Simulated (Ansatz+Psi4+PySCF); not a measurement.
Results of a calculation; reference values are marked as such.
A run of PySCF 2.14.0 on singlet H2O at this shape:

```xyz
3

O     0.1193    0.0000    0.0000
H    -0.5078    0.8026    0.0000
H    -0.4770   -0.7632    0.0000
```

Its results:

- Converged: yes
- Reference energy: -76.05133 hartree
- Correlation energy: -0.26416 hartree
- Total energy: -76.31550 hartree
- Spin squared of the determinant: 0.000

Problem. Which input gives this output? Name the method, the orbitals and the basis set, and write the input.

Solution. RHF-MP2 in cc-pVTZ. An unrestricted run that stays on the closed shell gives the same numbers.

```python
from pyscf import gto, scf, mp

mol = gto.M(atom="""
O 0.119260 0.000000 0.000000
H -0.507830 0.802640 0.000000
H -0.477050 -0.763240 0.000000
""", basis='cc-pvtz', charge=0, spin=0)
mf = scf.RHF(mol)
mf.kernel()
pt = mp.MP2(mf, frozen=1).run()
print(mf.e_tot, pt.e_corr, pt.e_tot)
```
